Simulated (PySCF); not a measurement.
Planning a geometry optimisation on `CC(=O)CS` (mercaptoacetone).

Method: PBE0-D3(BJ)/def2-TZVP geometry optimisation, gas phase (PySCF 2.14.0). Work: geometry optimisation from a GFN2-xTB start, density fitting. The input is one job of a driver script: a line of settings, then coordinates in Å.

Input:
```
{"job": {"xc": "PBE0", "basis": "def2-TZVP", "d3": "d3bj", "grid": 2, "kind": "geom"}, "charge": 0, "multiplicity": 1}
C      1.418912    -0.129232    -0.355357
C      0.230275    -0.459224     0.501451
O      0.303920    -0.821146     1.646921
C     -1.108817    -0.264660    -0.180025
S     -1.485211     1.527641    -0.177923
H      1.550475    -0.920721    -1.092061
H      1.252755     0.804719    -0.887175
H      2.315852    -0.061302     0.254053
H     -1.906249    -0.787520     0.346985
H     -1.082466    -0.553811    -1.228618
H     -1.484021     1.667927     1.145784
```

Hardware: an Intel Xeon Platinum 8488C with one thread, shared host with 48 logical CPUs at a one-minute load of 12. PySCF's memory limit was set to 1600 MB.

Q: How large is the basis?

A: 197 functions.

Question: Which is nearest to the wall time?
A. 7.8 min
B. 7.3 s
C. 58 s

Answer: C. The run took 58 s. The run took 6 energy-and-gradient evaluations and 46 SCF cycles, 9.7 s an evaluation on average.

Q: How much memory does it need at the peak?

A: About 0.82 GiB. Peak memory is the resident size of the whole Python process, interpreter and libraries included.

Q: At this speed, how long would 500 such jobs take on 64 cores, one job a core?

A: 500/64 gives 8 rounds of 58 s, about 7.7 min of wall time and 8.1 core-hours, if the jobs don't slow each other.

The host was shared with other jobs, so the times are rough.

The run converged: final energy -591.07462 Eh after 5 steps; dipole 2.06 D.
